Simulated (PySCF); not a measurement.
## How the method changes the constants of SiB

State: ⁴Σ⁻ (quartet), unpaired electrons σ ↑, π ↑↑. Set-up: PySCF, no relativity, basis sets Si 3-21G, B 3-21G. De refers to Si + B in their high-spin ground configurations, without counterpoise correction. The functionals are run spin-unrestricted. A positive dipole means Si(−)B(+).

| Level | Re (Å) | ωe (cm⁻¹) | De (eV) | μ (D) | CPU s a point (SCF and correlation, without the integrals) |
| --- | --- | --- | --- | --- | --- |
| UHF | 1.905 | 791 | 1.86 | 0.13 | 0.028 |
| UHF-MP2 | 1.960 | 738 | 2.62 | n/a | 0.037 |
| UHF-SCS-MP2 | 1.956 | 722 | 2.32 | n/a | n/a |
| UHF-CCSD | 1.976 | 670 | 2.51 | n/a | n/a |
| UHF-CCSD(T) | 1.985 | 657 | 2.61 | n/a | 0.2 |
| PBE | 1.979 | 675 | 3.52 | -0.37 | 0.21 |
| r²SCAN | 1.964 | 701 | 3.46 | -0.17 | 0.3 |
| TPSSh | 1.966 | 690 | 3.13 | -0.19 | 0.36 |
| B3LYP | 1.964 | 687 | 2.98 | -0.34 | 0.24 |
| PBE0 | 1.955 | 707 | 3.22 | -0.23 | 0.3 |
| CAM-B3LYP | 1.938 | 724 | 2.80 | -0.23 | 0.32 |
| B2PLYP | 1.965 | 693 | 2.81 | -0.10 | 0.2 |

Task: Which functional lies closest to UHF-CCSD(T) in De, which farthest, and by how much do they differ from it?

Result: Closest is CAM-B3LYP (-4.7 pm in Re, +10.2 % in ωe, +0.19 eV in De against UHF-CCSD(T) in the same basis), farthest PBE (-0.6 pm in Re, +2.7 % in ωe, +0.91 eV in De). CCSD(T) converges more slowly with the basis than the functionals do and binds too weakly in this one, so the order can change at the basis-set limit.

Task: What does a quarter of exact exchange do here, going from PBE to PBE0?

Result: PBE0 less PBE: -2.4 pm in Re, +4.7 % in ωe, -0.30 eV in De. Exact exchange removes part of the self-interaction that spreads semilocal densities, and in most molecules shortens and stiffens the bond and lowers De; so it does here.

Task: What does the step from GGA to meta-GGA do here, going from PBE to r²SCAN?

Result: r²SCAN less PBE: -1.5 pm in Re, +3.9 % in ωe, -0.06 eV in De. 

Correlated steps freeze 6 core orbitals. B2PLYP dipoles, levels and charges come from its SCF part alone. 3-21G is very small, so such numbers show the basis as much as the molecule. The state was picked by a PBE0 search and need not be the measured ground state.

The whole job (state search and all levels along the bond) took about 0.64 min on 1 thread of Arm Neoverse V1 (shared host), peak memory 0.32 GiB.
